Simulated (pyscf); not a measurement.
Thermochemistry of product channels of H₂B–AsH₂ + H• on the doublet surface, in kcal/mol, from ωB97M-D3(BJ)/def2-TZVP energies (ideal gas, 1 atm, RRHO with modes under 100 cm⁻¹ raised to 100, one conformer, R ln 2 for rigid chiral ones). Single points on ωB97X-D3(BJ)/def2-SVP structures (PySCF, gas phase).

```json
[
 {"products": "H₂B–AsH• + H₂", "ΔE": "-29.4", "ΔH(298 K)": "-28.5", "ΔG(298 K)": "-30.2", "ΔG(900 K)": "-33.7"},
 {"products": "AsH₃ + BH₂•", "ΔE": "+4.4", "ΔH(298 K)": "+5.1", "ΔG(298 K)": "+2.7", "ΔG(900 K)": "-1.0"},
 {"products": "AsH [triplet] + BH₂• + H₂", "ΔE": "+47.8", "ΔH(298 K)": "+45.7", "ΔG(298 K)": "+34.9", "ΔG(900 K)": "+13.3"},
 {"products": "[HB–AsH₂]• + H₂", "ΔE": "+1.3", "ΔH(298 K)": "+1.3", "ΔG(298 K)": "-0.3", "ΔG(900 K)": "-3.8"},
 {"products": "AsH₂• + BH₃", "ΔE": "-29.0", "ΔH(298 K)": "-27.2", "ΔG(298 K)": "-29.4", "ΔG(900 K)": "-32.3"},
 {"products": "AsH₂• + BH [singlet] + H₂", "ΔE": "+60.1", "ΔH(298 K)": "+57.0", "ΔG(298 K)": "+46.7", "ΔG(900 K)": "+25.8"}
]
```

The channel to AsH₃ + BH₂• turns favourable between 298 and 1200 K (ΔG from +2.7 kcal/mol to -2.1 kcal/mol).

These are energies of the channels, which say nothing of barriers. Elements up to Kr have no core potential and no relativistic terms here.
